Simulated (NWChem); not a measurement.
## How basis sets differ on BHF2 (SMILES FBF)

BHF2: 4 atoms, total charge 0, spin state singlet. SMILES: `FBF`. The shape is that of a PBE0-D4/def2-TZVP optimisation.

```xyz
4

F     1.1543    0.4569   -0.3619
B    -0.0019   -0.0310    0.0252
F    -1.0954    0.5287   -0.4389
H    -0.0570   -0.9546    0.7756
```

Quantity: the dipole moment, in D. The values are calculated.

```json
{"level": "BP86/6-31G* (spherical functions)", "kind": "GGA", "program": "NWChem", "value (D)": "0.54", "CPU time": "2.8 s"}
{"level": "BP86/cc-pVDZ", "kind": "GGA", "program": "NWChem", "value (D)": "0.63", "CPU time": "9.3 s"}
{"level": "BP86/pcseg-1", "kind": "GGA", "program": "NWChem", "value (D)": "0.77", "CPU time": "5.6 s"}
{"level": "BP86/6-311+G**", "kind": "GGA", "program": "NWChem", "value (D)": "0.84", "CPU time": "5.3 s"}
{"level": "BP86/6-311++G(3df,3pd)", "kind": "GGA", "program": "NWChem", "value (D)": "0.80", "CPU time": "23 s"}
```

The values span 0.54 to 0.84 D. Magnitudes only: a small dipole may point the other way at some levels. CPU times are rough (shared hosts, several kinds of processor): they show what a rung costs within a factor of a few.
